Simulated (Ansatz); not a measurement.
LiCl (SMILES [Li][Cl]): the vertical energy of the triplet above the singlet from total energies

LiCl: 2 atoms, total charge 0, spin state singlet. SMILES: `[Li][Cl]`. The coordinates come from a PBE0-D4/def2-TZVP relaxation.

```xyz
2

Li    0.8571   -0.3061    0.4308
Cl   -0.8571    0.3061   -0.4308
```

Both states at this one shape; open shells run unrestricted unless said. 1 Eh = 27.2114 eV.

```tsv
level	program	singlet LiCl (Eh)	triplet LiCl (Eh)
HF/3-21G	Ansatz	-464.788955	-464.628717
wB97X/STO-3G	Ansatz	-462.674031	-462.491384
RPA@PBE/STO-3G, 5 core orbitals frozen	Ansatz	-462.022831	-461.896622
```

Q: Work out the vertical gap, second state less first, at each level.

A: 
1. HF/3-21G: -464.628717 − (-464.788955) = 0.160238 Eh = 4.36 eV.
2. wB97X/STO-3G: -462.491384 − (-462.674031) = 0.182647 Eh = 4.97 eV.
3. RPA@PBE/STO-3G: -461.896622 − (-462.022831) = 0.126209 Eh = 3.43 eV.

No measured value is set beside it here; the levels span 3.43 to 4.97 eV. Minimal sets are far from the basis-set limit.
